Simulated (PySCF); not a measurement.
Compound: methylenecyclopropene, C4H4.
Bonds: C1–C2 (double), C2–C3, C3–C4 (double), C2–C4. Hydrogens: H5, H6 on C1; H7 on C3; H8 on C4.

Level: B3LYP/def2-SVPD in PySCF, non-relativistic, on one gas-phase PBE0-D3(BJ)/def2-SVP geometry that isn't relaxed in the solvent. The solvent is an IEF-PCM continuum (van der Waals radii × 1.2), and excitations are vertical TDDFT with non-equilibrium linear response and a frozen core. The model holds no explicit solvent molecules, cavitation or dispersion.

Gas-phase singlets (H = HOMO, L = LUMO):

```csv
state,E (eV),λ (nm),f,leading configuration
S1,4.038,307,0.011,H→L 99%
S2,5.667,219,0.001,H→L+1 95%
S3,6.120,203,0.007,H-1→L 74%
S4,6.140,202,0.021,H→L+4 72%
S5,6.176,201,0.000,H→L+2 100%
```

Task: How does the list change in cyclohexane (ε = 2.017)?

Result: 
```
state  E (eV)  λ (nm)      f  leading configuration  change by rank (eV)
   S1   4.144     299  0.015                H→L 99%               +0.106
   S2   5.726     217  0.006              H→L+1 94%               +0.059
   S3   6.166     201  0.001              H-1→L 95%               +0.046
   S4   6.251     198  0.033              H→L+3 91%               +0.111
   S5   6.379     194  0.000             H→L+4 100%               +0.203
```

Task: What are the lowest 5 singlets in methanol (ε = 32.61)?

Result: 
```csv
state,E (eV),λ (nm),f,leading configuration,change by rank (eV)
S1,4.349,285,0.015,H→L 99%,+0.311
S2,5.788,214,0.016,H→L+1 97%,+0.121
S3,6.243,199,0.000,H-1→L 98%,+0.123
S4,6.513,190,0.032,H→L+3 97%,+0.373
S5,6.687,185,0.000,H→L+4 100%,+0.511
```

Task: The ground-state energy changes by -0.149 eV from gas to methanol. By how much does the total energy of gas-phase S1 change?

Result: E(S1) = E(S0) + excitation energy, so it changes by -0.149 + 0.311 = +0.162 eV: it isn't lowered at all, while the ground state is. This is the vertical state, with the slow part of the continuum still set for S0.

Task: How do the frontier levels move from gas to methanol?

Result: 
```csv
orbital,gas (eV),solvent (eV),change (eV)
LUMO+2,1.22,1.16,-0.06
LUMO+1,0.74,0.85,+0.11
LUMO,-0.90,-0.74,+0.16
HOMO,-5.81,-5.96,-0.15
HOMO-1,-8.47,-8.46,+0.01
HOMO-2,-10.35,-10.28,+0.07
HOMO-3,-10.61,-10.60,+0.01
```

The HOMO–LUMO gap goes from 4.91 to 5.22 eV. Rows go by rank; for LUMO+1 and LUMO+2 the atom shares or the degeneracy differ between the runs, so the row needn't follow one orbital.
